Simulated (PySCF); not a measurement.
Hydrazinium(1+), N2H5 (charge +1).
Atom-mapped SMILES: `[NH2:1][NH3+:2]` (hydrogens: H3, H4 on N1; H5, H6, H7 on N2)

Cartesian coordinates in Å at the PBE0-D3(BJ)/def2-SVP level; atoms count from 1:
```
atom  x, y, z in Å
N1     0.0754    0.3951   -0.7917
N2    -0.2258   -0.2183    0.4460
H3     0.6792    1.2019   -0.6311
H4     0.5548   -0.2747   -1.3944
H5    -0.7264    0.4552    1.0459
H6     0.5676   -0.5970    0.9962
H7    -0.8921   -0.9901    0.2885
```

Level of theory: core-valence-separated Tamm–Dancoff BHandHLYP/aug-pcX-1 (pcseg-1 on H) in PySCF, non-relativistic, gas phase, PBE0-D3(BJ)/def2-SVP geometry. BHandHLYP without relativity tends to put these K edges a few eV too low, so spacings mean more than positions.

The lowest roots of each edge with f over 0.003 (five at most, numbered afresh; weaker and dark ones are left out), with transition dipoles (au) in the frame of the coordinates:

```tsv
root	edge	E (eV)	f	μx	μy	μz
1	N	400.00	0.0655	-0.0154	-0.0358	0.0719
2	N	401.39	0.0087	-0.0293	-0.0002	0.0048
3	N	402.44	0.0379	-0.0046	-0.0549	-0.0285
4	N	403.33	0.0167	0.0281	0.0122	-0.0274
5	N	403.46	0.0213	0.0106	0.0193	-0.0409
```

Question: Molecules are fixed in this frame and the field points along (1, 0, −1)/√2. What effective strengths 3 f cos²θ do the roots have (θ between field and μ)?

Answer: root 1 (N1): 0.112, root 2 (N1): 0.017, root 3 (N1): 0.008, root 4 (N1): 0.046, root 5 (N2): 0.039. Root 1 is the strongest. Averaged over all orientations cos²θ is 1/3, which gives f back.

Time: 1.2 s of wall time; peak memory 0.39 GiB. Hardware: one thread of an Arm Neoverse V2, no GPU, shared host with 96 logical CPUs at a one-minute load of 50.
